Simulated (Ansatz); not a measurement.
# AlCF+ (quartet): from Hartree-Fock to the top rungs, def2-QZVPP

An exercise on one series of results from a longer session: the logs are not shown, and one member is left open.

Method: def2-QZVPP, core rule «outside noble gas», up to 7 orbitals frozen; program: Ansatz 0.2.0, Gaussian basis.

The runs, in order: UHF; ROHF; CCSD(T) on UHF.

2 further runs of the same task are left out: 2 set aside as unsound or not needed.

## The geometry

The geometry is a PBE0/def2-TZVP stationary point (not a proven minimum) of the parent state, kept for this charge and spin.

3 atoms, charge 1, spin multiplicity 4.

Atoms are counted from 1 here; the program's logs count them from 0.

Bond lengths: C1–Al2 1.940 Å, Al2–F3 1.645 Å. Angles: C1–Al2–F3 180.0°.

Coordinates:

```xyz
3
CAlF
C     0.0000    0.0000    1.8418
Al    0.0000    0.0000   -0.0984
F     0.0000    0.0000   -1.7433
```

Set-up of the first run:

in.yaml reads:

```yaml
crystal:
  periodic: [false, false, false]
  atoms:
    - {symbol: C, position_ang: [0.000000, 0.000000, 1.841767]}
    - {symbol: Al, position_ang: [0.000000, 0.000000, -0.098433]}
    - {symbol: F, position_ang: [0.000000, 0.000000, -1.743333]}
basis:
  gaussian: {orbitals: "def2-QZVPP.json"}
total_charge: 1
magnetization: {spin_polarized: true, initial_magnetization: 3}
hamiltonian: {xc: hf}
output: {orbitals: {seedname: orbitals}}
```

The run is started by

```
$ ansatz run in.yaml --threads 1 --pin off --events-out ev --progress --plain --max-ram 2393MiB
```

Among the steps run: UHF; ROHF; CCSD(T) on UHF.

One table of the session follows, with a row left open; its other results are not shown here.

| method | from UCCSD(T) (kcal/mol) |
| --- | --- |
| ROHF | +268.26 |
| UHF | +267.27 |
| UMP2 | ? |
| UCCSD | +9.18 |
| UCCSD(T) | 0 |

**Question.** Estimate the row for UMP2.

As computed: from UCCSD(T) (kcal/mol): +16.54. In the column «from UCCSD(T) (kcal/mol)» it lies between UCCSD (+9.18) and UHF (+267.27).
